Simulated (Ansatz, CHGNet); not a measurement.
Equilibrium volume per atom of double-hcp La at several levels of theory

No measured value is used here.

```json
[
 {"level (code)": "CHGNet 0.3.0 (CHGNet)", "value (Å³/atom)": "37.73"},
 {"level (code)": "LDA (Ansatz)", "value (Å³/atom)": "…"},
 {"level (code)": "PBE (Ansatz)", "value (Å³/atom)": "37.13"},
 {"level (code)": "PBE+SOC (Ansatz)", "value (Å³/atom)": "37.16"},
 {"level (code)": "PBEsol (Ansatz)", "value (Å³/atom)": "33.96"},
 {"level (code)": "PBEsol+SOC (Ansatz)", "value (Å³/atom)": "34.00"},
 {"level (code)": "PBE-D3(BJ) (Ansatz)", "value (Å³/atom)": "34.46"},
 {"level (code)": "PBE-D4 (Ansatz)", "value (Å³/atom)": "35.38"},
 {"level (code)": "rVV10 (Ansatz)", "value (Å³/atom)": "37.67"},
 {"level (code)": "r²SCAN (Ansatz)", "value (Å³/atom)": "…"},
 {"level (code)": "r²SCAN-D4 (Ansatz)", "value (Å³/atom)": "…"},
 {"level (code)": "HSE06 (Ansatz)", "value (Å³/atom)": "…"}
]
```

Q: What belongs in the gaps?

A: 
- LDA (Ansatz, an electronic-structure program), value (Å³/atom): 32.21
- r²SCAN (Ansatz), value (Å³/atom): 37.27
- r²SCAN-D4 (Ansatz), value (Å³/atom): 36.84
- HSE06 (Ansatz), value (Å³/atom): 38.81

HSE06: hybrids on metals are sensitive to the k mesh and can open a false gap. Cutoffs and k meshes differ between the levels. Ansatz's density-functional and Hartree–Fock values are scalar-relativistic unless marked +SOC, with PAW data made under PBE.

Machine-learned potentials (CHGNet 0.3.0) are trained on DFT data, which may include these solids.
